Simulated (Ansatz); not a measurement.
# CH₂Si (triplet): wave-function methods side by side, def2-QZVPP

One table from this session's results is given with a row withheld; the runs are named, their logs left out.

Program: Ansatz 0.2.0, Gaussian basis. Level of theory: def2-QZVPP, core rule «outside noble gas», up to 6 orbitals frozen. These are calculated values, not measurements.

To be run: UHF; ROHF; CCSD(T) on UHF.

2 further runs of the same task are left out: 2 set aside as unsound or not needed.

**The system**

The geometry is a PBE0/def2-TZVP stationary point (not a proven minimum).

4 atoms, charge 0, spin multiplicity 3.

Atoms are counted from 1 here; the program's logs count them from 0.

Bond lengths: Si1–C2 1.865 Å, C2–H3 1.091 Å, C2–H4 1.091 Å. Angles: Si1–C2–H3 123.8°, Si1–C2–H4 123.8°, H3–C2–H4 112.4°.

The first run:

in.yaml

```yaml
crystal:
  periodic: [false, false, false]
  atoms:
    - {symbol: Si, position_ang: [0.000000, 0.000000, 0.650177]}
    - {symbol: C, position_ang: [0.000000, 0.000000, -1.214577]}
    - {symbol: H, position_ang: [0.000000, -0.906814, -1.821841]}
    - {symbol: H, position_ang: [0.000000, 0.906814, -1.821841]}
basis:
  gaussian: {orbitals: "def2-QZVPP.json"}
magnetization: {spin_polarized: true, initial_magnetization: 2}
hamiltonian: {xc: hf}
output: {orbitals: {seedname: orbitals}}
```

On the command line:

```bash
$ ansatz run in.yaml --threads 1 --pin off --events-out ev --progress --plain --max-ram 2560MiB --backend cpu
```

Steps of the session up to this table: UHF; ROHF; CCSD(T) on UHF.

One of the session's tables, all rows but one given; the rest of the session is left out.

```
  method  from UCCSD(T) (kcal/mol)
    ROHF                   +177.18
     UHF                         ?
    UMP2                    +25.93
   UCCSD                     +6.78
UCCSD(T)                         0
```

**Question.** Estimate the row for UHF.

The run gave: from UCCSD(T) (kcal/mol): +171.96. In the column «from UCCSD(T) (kcal/mol)» it lies between UMP2 (+25.93) and ROHF (+177.18).
